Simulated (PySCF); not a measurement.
Compound: furan, C4H4O.
SMILES with atom numbers: `[cH:1]1[cH:2][cH:3][o:4][cH:5]1`

Definitions: NICS(0) = −σiso at the ring centroid; NICS(1) = −σiso and NICS(1)zz = −σzz at ±1 Å along the ring normal z. Level: GIAO PBE0/pcSseg-1 (PySCF, non-relativistic, gas phase) on the PBE0-D3(BJ)/def2-SVP geometry, one conformer.

Ring bond lengths (Å), with Mayer bond orders in brackets: C1–C2 1.431 (1.25), C2–C3 1.363 (1.60), C3–O4 1.348 (1.08), O4–C5 1.348 (1.08), C5–C1 1.363 (1.60).

Give the NICS values of each ring in ppm.

```tsv
ring	type	NICS(0)	NICS(1), two faces	NICS(1)zz, two faces	rms pucker (Å)	centre to ring atoms, mean (Å)
C1–C2–C3–O4–C5	5-membered ring with O; formal bonds all aromatic	-12.8	-10.8 / -10.8	-28.2 / -28.2	0.00	1.17
```

What do they say, and how far can they be read as aromaticity?

- C1–C2–C3–O4–C5: mean NICS(1)zz -28.2 ppm, shielded. The ring is flat and has no four-coordinate atom; by the NICS criterion it is aromatic.

And the bond-length index? HOMA takes Krygowski's 1993 parameters.

- C1–C2–C3–O4–C5: HOMA 0.41; the largest term is that of C3–O4, α(R − Ropt)² = 1.08.

What field does 14.1 T along the ring normal induce along that normal at the second NICS(1) probe listed for ring C1–C2–C3–O4–C5, 1 Å off the ring?

NICSzz × B0 = -28.2 ppm × 14.1 T = -398 μT, against the applied field.

How shielded are the nuclei of the rings and their hydrogens (means over atoms taken as equivalent)?

| atoms | environment | σ isotropic (ppm) | principal values of the symmetric part, first atom (ppm) |
| --- | --- | --- | --- |
| C1 (×2) | aromatic CH carbon | 69.0 | -19.2, 65.2, 161.1 |
| C3 (×2) | aromatic CH next to a ring oxygen | 38.3 | -40.7, 46.4, 109.3 |
| O4 | furan-type oxygen | 27.6 | -121.0, -56.2, 260.2 |
| H on C1 (×2) | aromatic hydrogen | 24.72 | 22.8, 25.3, 26.0 |
| H on C3 (×2) | aromatic hydrogen | 23.85 | 21.0, 25.2, 25.3 |

How do the values depend on the level or the medium?

| level | NICS(0), C1–C2–C3–O4–C5 | mean NICS(1)zz, C1–C2–C3–O4–C5 |
| --- | --- | --- |
| PBE0/pcSseg-1, gas | -12.8 | -28.2 |
| wB97X-D/pcSseg-2, gas | -11.8 | -28.5 |
| B3LYP/pcSseg-2, gas | -11.8 | -28.5 |
| B97-D/pcSseg-2, gas | -12.0 | -28.4 |
| BLYP/pcSseg-2, gas | -11.6 | -28.3 |
| BP86/pcSseg-2, gas | -11.8 | -28.7 |
| HF/pcSseg-2, gas | -12.4 | -28.0 |
| KT2/pcSseg-2, gas | -12.3 | -29.0 |

The geometry is the same throughout.
